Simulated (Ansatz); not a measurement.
**Relative stability**

Two relaxed structures of C2H6N (charge -1), closed shell (PBE0-D4/def2-TZVPD; forces vanish, vibrations not checked).

A:

```json
{"atom": "C1", "x (Å)": "-0.6610", "y (Å)": "0.1282", "z (Å)": "0.3232"}
{"atom": "N2", "x (Å)": "-0.6635", "y (Å)": "0.3430", "z (Å)": "-1.1323"}
{"atom": "C3", "x (Å)": "0.5636", "y (Å)": "-0.6750", "z (Å)": "0.6549"}
{"atom": "H4", "x (Å)": "-1.5154", "y (Å)": "0.8065", "z (Å)": "-1.4182"}
{"atom": "H5", "x (Å)": "0.1197", "y (Å)": "0.9457", "z (Å)": "-1.4577"}
{"atom": "H6", "x (Å)": "-0.5657", "y (Å)": "1.0943", "z (Å)": "0.8633"}
{"atom": "H7", "x (Å)": "0.5210", "y (Å)": "-1.6935", "z (Å)": "0.2418"}
{"atom": "H8", "x (Å)": "1.5320", "y (Å)": "-0.2409", "z (Å)": "0.2515"}
{"atom": "H9", "x (Å)": "0.6986", "y (Å)": "-0.7653", "z (Å)": "1.7413"}
```

B:

```
9
angstrom
C -0.6020 0.3781 -1.1642
N -0.5180 0.1789 0.2795
C 0.5736 -0.6731 0.6726
H -1.6441 0.5959 -1.4488
H 0.0176 1.2395 -1.4965
H -0.4389 1.0426 0.8241
H 0.4311 -1.6617 0.2217
H 1.5734 -0.3227 0.3382
H 0.6074 -0.7775 1.7734
```

Computed with Ansatz 0.2.0 (basis: def2-TZVPPD); correlated methods freeze the cores. B3LYP uses VWN-RPA correlation.

Q: Which structure is lower at CCSD(T), and by how much? (An estimate is asked for; the value comes from the calculation.)

A: By the calculation: A, by 6.01 kcal/mol (electronic energy, against the other). By their contacts, A is C₂H₆N ([CH3][CH][NH2]), total charge -1 and B is C₂H₆N ([CH2][NH][CH3]), total charge -1.

All methods give the same order:

| method | E(B) − E(A) (kcal/mol) |
| --- | --- |
| PBE-D4 | 6.04 |
| r2SCAN-D4 | 6.48 |
| PBE0-D4 | 5.88 |
| B3LYP-D4 | 5.59 |
| wB97M-V | 5.88 |
| HF | 4.60 |
| MP2 | 6.42 |
| CCSD | 5.80 |
| CCSD(T) | 6.01 |

T1 diagnostic: at most 0.017. The highest PBE0 orbital of the anion lies well above zero, so the extra electron may be unbound in the gas phase.

Labels in which every atom is bracketed show which atoms are joined, not bond orders.

For scale, one of the runs: CCSD(T)/def2-TZVPPD, 213 basis functions, launched by `ansatz run in.yaml --threads 2 --pin off --events-out ev --progress --plain --max-ram 4352MiB`. Hardware: 2 CPU threads of an Arm Neoverse V2, shared host. Wall time 69 s; peak host memory 3.2 GiB.
